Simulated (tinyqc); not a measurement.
Ways to converge the cycle: SCF convergence aids in the sto-6g basis, for CH3+, spin multiplicity 1. Computed by the program tinyqc with PySCF. RHF with one setting changed at a time; a run stops when the energy changes by less than 1e-09 hartree and the error matrix is below 1e-5. The start is the core Hamiltonian. Damping d keeps d of the old density; a shift (hartree) raises the virtual levels; DIIS n extrapolates F over n matrices.

Geometry (angstrom):
```
atom        x        y       z
C      0.0000   0.0000  0.0440
H      1.2760   0.0000  0.0000
H     -0.6380   1.1050  0.0000
H     -0.6380  -1.1050  0.0000
```

lowest restricted solution found by these runs and by PySCF = -39.109679 hartree

Largest element of the error matrix X^T (FDS - SDF) X:
```
iteration    plain  damping 0.3  damping 0.6  shift 0.4   DIIS 3   DIIS 8
1          6.0e-01      6.0e-01      6.0e-01    6.0e-01  6.0e-01  6.0e-01
2          1.6e-01      1.4e-01      3.8e-01    2.7e-01  1.6e-01  1.6e-01
3          2.3e-02      3.3e-02      2.3e-01    5.0e-02  7.3e-03  7.3e-03
4          4.8e-03      1.2e-02      1.3e-01    9.7e-03  1.4e-03  1.4e-03
5          7.9e-04      4.5e-03      7.5e-02    2.5e-03  3.2e-04  3.3e-04
6          1.7e-04      2.0e-03      4.2e-02    1.0e-03  1.6e-05  1.5e-05
8          8.5e-06      4.2e-04      1.3e-02    2.6e-04        -        -
10               -      1.0e-04      4.9e-03    6.1e-05        -        -
14               -      6.6e-06      8.8e-04          -        -        -
20               -      1.2e-07      9.0e-05          -        -        -
30               -            -      2.9e-06          -        -        -
```

How each run ends:
```
run          iterations  E (hartree)         state
plain                 9    -39.10968  lowest found
damping 0.3          20    -39.10968  lowest found
damping 0.6          43    -39.10968  lowest found
shift 0.4            13    -39.10968  lowest found
DIIS 3                7    -39.10968  lowest found
DIIS 8                7    -39.10968  lowest found
```

What does the comparison show, and why?

6 of 6 runs reach the lowest restricted solution found, in 7 to 43 iterations (fastest: DIIS 3, DIIS 8). Plain steps already contract here, so damping only slows them. DIIS 3 and DIIS 8 gain by cancelling the error over several earlier matrices, much as a quasi-Newton step does.
